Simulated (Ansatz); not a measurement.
# What a trial cell of NbAgCl3 relaxes into

Theory: DFT PBE, scalar-relativistic, plane waves, PAW (Ansatz). Cutoff 420 eV, Γ-centred k mesh, Gaussian smearing, no spin polarisation in the final step.

NbAgCl3 was placed on the cubic perovskite structure type (Pm-3m, No. 221), with Nb in place of Sr, Ag in place of Ti, Cl in place of O, at a guessed volume.

```yaml
crystal:
  lattice:
    - [4.75062, 0.00000, 0.00000]
    - [0.00000, 4.75062, 0.00000]
    - [0.00000, 0.00000, 4.75062]
  atoms:
    - { symbol: Nb, position: [0.00000, 0.00000, 0.00000] }
    - { symbol: Ag, position: [0.50000, 0.50000, 0.50000] }
    - { symbol: Cl, position: [0.00000, 0.50000, 0.50000] }
    - { symbol: Cl, position: [0.50000, 0.00000, 0.50000] }
    - { symbol: Cl, position: [0.50000, 0.50000, 0.00000] }
```

Cell and atoms relax at zero pressure; the relaxation can't lower the symmetry of the start. After a coarse first stage the cell is made exact in the group found at 0.06 Å.

Formation energies are uncorrected and refer to the elements' standard structures at the same level (Cl₂ as a molecule).

Question: Which crystal results?

Answer: It keeps Pm-3m (No. 221). The result still has the cubic perovskite structure. Conventional cell: a = 4.996 Å. Nb is coordinated by 12 Cl at 3.53 Å; Ag has 6 Cl at 2.50 Å; Cl is coordinated by 2 Ag at 2.50 Å.

Space group Pm-3m (No. 221). a = 4.996 Å, b = 4.996 Å, c = 4.996 Å, α = 90.00°, β = 90.00°, γ = 90.00°
```csv
atom,site,symmetry,x,y,z
Nb,1a,m-3m,0.0000,0.0000,0.0000
Ag,1b,m-3m,0.5000,0.5000,0.5000
Cl,3c,4/mm.m,0.0000,0.5000,0.5000
```

Question: What are its volume, energy, density and gap?

Answer: The volume per atom is 24.94 Å³. The density is 4.09 g/cm³. The energy over the elements is 0.64 eV/atom and the gap on the 8×8×8 mesh is 0 eV (a metal).

The final run used a 8×8×8 mesh on its 5-atom cell and 0.10 eV smearing. The k mesh leaves about 4 meV/atom of noise in metals. Symmetry constrained the relaxation, so the result can be a saddle point.

Symmetry holds off the tilts and polar distortions that many cubic perovskites undergo.

Cost: 3 runs of about 0.76 core-minutes in all, on Arm Neoverse V1 (shared hosts).